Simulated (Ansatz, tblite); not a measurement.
**The cluster Pd₂S₂: a ladder of methods and basis sets**

How do method and basis change the picture of the cluster Pd₂S₂ (singlet)?

Computed with Ansatz 0.2.0, Gaussian basis. Level: as each input shows.

The runs, in order: GFN1-xTB, GFN2-xTB, PBE-D4/def2-TZVP, r2SCAN-D4/def2-TZVP, HSE06-D4/def2-TZVP, ωB97M-V/def2-TZVP, HF/def2-TZVP, B3LYP-D4/def2-TZVP, r2SCANh-D4/def2-TZVP, PBE-D4/def2-SVP, PBE0-D4/def2-SVP, PBE0-D4/def2-TZVPD, PBE-D4/def2-TZVPD, r2SCAN-D4/def2-TZVPD, CCSD(T)/def2-TZVP, RPA/def2-TZVP.

### Step 1. The structure

The singlet was relaxed beforehand with PBE0-D4/def2-SVP. At that level it is the lowest of the isomers that a small search found.

4 atoms, charge 0, spin multiplicity 1.

Bond lengths: Pd1–S3 2.210 Å, Pd1–S4 2.210 Å, Pd2–S3 2.210 Å, Pd2–S4 2.210 Å. Angles: S3–Pd1–S4 102.4°, S3–Pd2–S4 102.4°, Pd1–S3–Pd2 77.6°, Pd1–S4–Pd2 77.6°.

Pd takes a core potential in the def2 sets. No spin-orbit coupling is included.

PBE0-D4/def2-TZVP was run before; its log isn't repeated, and its numbers join the tables.

### Step 2. GFN1-xTB

Tight binding, by tblite at 300 K electronic temperature and without a spin-polarisation term:

```python
tblite.interface.Calculator('GFN1-xTB', numbers, positions, charge=0, uhf=0).singlepoint()
```

Energy -442.7720 eV, HOMO -10.12 eV, LUMO -8.82 eV; 0.005 s.

### Step 3. GFN2-xTB

Tight binding, by tblite at 300 K electronic temperature and without a spin-polarisation term:

```python
tblite.interface.Calculator('GFN2-xTB', numbers, positions, charge=0, uhf=0).singlepoint()
```

Energy -422.3522 eV, HOMO -10.19 eV, LUMO -10.01 eV; 0.005 s.

### Step 4. PBE-D4/def2-TZVP

start.molden holds the orbitals of an earlier run on this state, given as this run's starting guess.

Contents of in.yaml:

```yaml
crystal:
  periodic: [false, false, false]
  atoms:
    - {symbol: Pd, position_ang: [-0.016036, -1.383917, -0.067459]}
    - {symbol: Pd, position_ang: [0.016035, 1.383916, 0.067419]}
    - {symbol: S, position_ang: [1.721638, -0.018005, -0.039791]}
    - {symbol: S, position_ang: [-1.721638, 0.018006, 0.039832]}
basis:
  gaussian: {orbitals: def2-TZVP, initial_orbitals: start.molden}
hamiltonian: {xc: pbe, dispersion: d4}
scf: {omitted_lower_state_checks: [starts]}
output: {orbitals: {seedname: orbitals}}
```

The run is started by

```
ansatz run in.yaml --threads 4 --pin off --events-out ev --progress --plain --max-ram 3916MiB
```

After this run come: r2SCAN-D4/def2-TZVP; HSE06-D4/def2-TZVP; ωB97M-V/def2-TZVP; HF/def2-TZVP; B3LYP-D4/def2-TZVP; r2SCANh-D4/def2-TZVP; PBE-D4/def2-SVP; PBE0-D4/def2-SVP; PBE0-D4/def2-TZVPD; PBE-D4/def2-TZVPD; r2SCAN-D4/def2-TZVPD; CCSD(T)/def2-TZVP; RPA/def2-TZVP.

**Question.** What will the summary of the whole plan be? Wanted: gap in def2-TZVP, named functionals and Hartree-Fock, smallest and largest; correlation energy, CCSD(T)/def2-TZVP; binding an atom, CCSD(T)/def2-TZVP; PBE0 total energy, smallest basis above largest.

As calculated:

```
                                                                  quantity                           value
gap in def2-TZVP, named functionals and Hartree-Fock, smallest and largest  0.13 eV (PBE-D4), 6.77 eV (HF)
                                     correlation energy, CCSD(T)/def2-TZVP                       -40.67 eV
                                        binding an atom, CCSD(T)/def2-TZVP                        2.312 eV
                           PBE0 total energy, smallest basis above largest  9.43 eV (def2-SVP, def2-TZVPD)
```

What this shows: Over the named functionals and Hartree-Fock in def2-TZVP the gap runs from 0.13 eV (PBE-D4) to 6.77 eV (HF); exact exchange widens it. The functionals in def2-TZVP miss CCSD(T)/def2-TZVP by -0.423 (ωB97M-V) to +0.377 eV (PBE-D4) an atom. CCSD(T)/def2-TZVP isn't at the basis-set limit; small misses against it rank nothing.
